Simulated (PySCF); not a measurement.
Q: Write Cartesian coordinates for `CCCCCC` (n-hexane) as optimised with GFN2-xTB.

A: 
```xyz
20
C6H14 angstrom
C     -3.1621   -0.2968    0.1678
C     -1.8230    0.3681    0.4597
C     -0.6725   -0.3296   -0.2608
C      0.6717    0.3333    0.0278
C      1.8219   -0.3667   -0.6914
C      3.1623    0.2964   -0.4014
H     -3.9676    0.2168    0.6874
H     -3.1509   -1.3348    0.4927
H     -3.3734   -0.2758   -0.8990
H     -1.8604    1.4145    0.1478
H     -1.6358    0.3507    1.5357
H     -0.6332   -1.3762    0.0514
H     -0.8586   -0.3134   -1.3375
H      0.8570    0.3177    1.1047
H      0.6327    1.3798   -0.2851
H      1.8579   -1.4124   -0.3768
H      1.6349   -0.3517   -1.7677
H      3.1519    1.3350   -0.7245
H      3.9654   -0.2175   -0.9242
H      3.3766    0.2732    0.6648
```

Any rigid rotation of these coordinates is as good. Atoms count from 1 in this order. All 5 C–C bonds measure 1.523 to 1.526 Å. The 6 heavy atoms lie in one plane (0.001 Å rms).

Bonds between heavy atoms (Å): C1–C2 1.523, C2–C3 1.526, C3–C4 1.526, C4–C5 1.526, C5–C6 1.523.

Structure optimised with GFN2-xTB, isolated species.

Point group: C2h (every atom within 0.08 Å of its image). No frequency check. One conformer, not necessarily the lowest (C1–C2–C3–C4 180°, C2–C3–C4–C5 180°, C3–C4–C5–C6 180°).

All values are computed, not measured.
